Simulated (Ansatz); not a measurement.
**Vanadium, bcc: convergence with the plane-wave cutoff**

Computed with Ansatz, r²SCAN, scalar-relativistic PAW, on the relaxed cell (a = 2.984 Å; spin not included). Errors count from a run at 500 eV on a Γ-centred 24×24×24 mesh with Fermi-Dirac smearing of 0.1 eV, extrapolated to zero width. Fixed here: mesh 15×15×15, Fermi-Dirac width 0.1 eV. The pressure holds a Pulay correction and is unreliable far below the recommended cutoff. The SCF starts from atomic densities corrected by a trained network.

```
cutoff (eV)  E(σ→0) error (meV/atom)  P (GPa)  SCF iterations
        150                  28988.3  -110.40               7
        200                   6972.9     4.01               6
        250                   1209.1     1.76               6
        300                    149.2    -0.34               6
        350                     15.5     0.03               6
        420                      1.5     0.05               6
        500                     -0.9    -0.01               6
        600                     -1.7    -0.01               6
        800                     -3.1    -0.01               6
```

Within 5 meV/atom of the last row: from 420 eV on.
